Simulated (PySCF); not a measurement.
Bonds broken one at a time in the series HO-X. All species are isolated molecules in the gas phase. One relaxed conformer stands for each flexible species; it need not be the lowest. Strings in code marks are SMILES.

All values below come from M06-2X/def2-TZVP // B3LYP-D3(BJ)/def2-TZVP (PySCF 2.14.0). 

```
species                                                   highest occupied spin orbital (eV)  dipole moment (D)
--------------------------------------------------------  ----------------------------------  -----------------
whole molecule (`CO`)                                                                      –               1.75
whole molecule (`CCO` (C–C–O–H torsion 59°))                                               –                  –
radical fragment (`[CH2]C`)                                                            -6.96                ___
radical fragment (`C[C](C)C`)                                                          -6.03               0.25
whole molecule (`C(#N)O`)                                                                  –                ___
whole molecule (`O=CO` (O–C–O–H torsion 0°))                                               –                  –
radical fragment (`C[O]`)                                                              -9.44               2.03
radical fragment (`CO[C]=O` (C–O–C–O torsion 0°))                                      -8.14                  –
radical fragment (`[SiH3]`)                                                            -7.18               0.17
radical fragment (`[Si](O)(C)C` (C–Si–O–H torsion 177°))                                 ___                  –
radical fragment (`C[Si](C)C`)                                                         -6.13               0.50
whole molecule (`OS` (H–O–S–H torsion 91°))                                                –                  –
```

Task: Fill in the missing entries.

Result: 
- radical fragment (`[CH2]C`), dipole moment (D): 0.29
- whole molecule (`C(#N)O`), dipole moment (D): 3.97
- radical fragment (`[Si](O)(C)C` (C–Si–O–H torsion 177°)), highest occupied spin orbital (eV): -6.20
